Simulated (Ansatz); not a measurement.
Antiferromagnetic (type II) rock-salt MnS

All values below come from B3LYP (VWN-RPA form) in Ansatz (plane waves, PAW).

Run with plane-wave cutoff 460 eV, 8×8×8 k mesh, Fermi–Dirac smearing 0.01 eV, spin-polarised with opposed moments, scalar-relativistic PAW data made under PBE.

Cell (relaxed at this level):

```cif
data_Mn2S2
_chemical_formula_sum 'Mn2 S2'
_space_group_name_H-M_alt 'P 1'
_space_group_IT_number 1
_cell_length_a 6.44819
_cell_length_b 6.44819
_cell_length_c 6.44819
_cell_angle_alpha 33.649
_cell_angle_beta 33.649
_cell_angle_gamma 33.649
loop_
_space_group_symop_operation_xyz
  'x, y, z'
loop_
_atom_site_label
_atom_site_type_symbol
_atom_site_fract_x
_atom_site_fract_y
_atom_site_fract_z
_atom_site_occupancy
Mn1 Mn 0.00000 0.00000 0.00000 1
Mn2 Mn 0.50000 0.50000 0.50000 1
S1 S 0.25000 0.25000 0.25000 1
S2 S 0.75000 0.75000 0.75000 1
```
Starting moments (μB, in the order of the record's atoms Mn Mn S S): 5.0 -5.0 0.0 0.0.

```
Item                                                                             Result
-----------------------------------------------  --------------------------------------
band gap                                         3.16 eV (on the SCF k mesh) (indirect)
smallest direct gap on the k points sampled                                     3.68 eV
Γ–Γ gap                                                                         4.77 eV
magnetic moment (largest site, within a sphere)                                 4.41 μB
```

Moments are spin moments.

Static lattice: no zero-point or thermal effects.

It cost roughly 80 core-minutes of CPU time.

Ansatz is a quantum-chemistry and plane-wave program.
